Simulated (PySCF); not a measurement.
**Question.** Write Cartesian coordinates for `C(C)C(F)(C)C` (CH3CH2CF(CH3)2) as optimised with GFN2-xTB.

**Answer.** 
```
atom  x, y, z in Å
C1     1.9199   -0.7375    0.1071
C2     0.8334    0.1802    0.6578
C3    -0.3621    0.3590   -0.2861
C4    -1.0098   -0.9594   -0.6943
C5    -1.3889    1.3151    0.3153
F6     0.1184    0.9615   -1.4546
H7     1.5786   -1.7684    0.0590
H8     2.7967   -0.6997    0.7493
H9     2.2100   -0.4155   -0.8902
H10    1.2632    1.1686    0.8350
H11    0.4636   -0.2035    1.6100
H12   -0.3201   -1.5486   -1.2917
H13   -1.8971   -0.7654   -1.2922
H14   -1.2929   -1.5246    0.1888
H15   -1.8270    0.8780    1.2079
H16   -0.9155    2.2588    0.5758
H17   -2.1774    1.5136   -0.4068
```

Orientation and origin are arbitrary. Atoms count from 1 in this order. Of the pairs four or more bonds apart, C1···H12 is among the closest relative to their van der Waals radii: 2.76 Å, 95 % of the sum of Bondi's values.

Bonds between heavy atoms (Å): C1–C2 1.525, C2–C3 1.534, C3–C4 1.525, C3–C5 1.526, C3–F6 1.400.

Computed geometry: GFN2-xTB, gas phase.

Point group: C1 (no symmetry element, even within 0.4 Å). GFN2-xTB frequencies: not computed here. One conformer, not necessarily the lowest (C1–C2–C3–C4 56°).
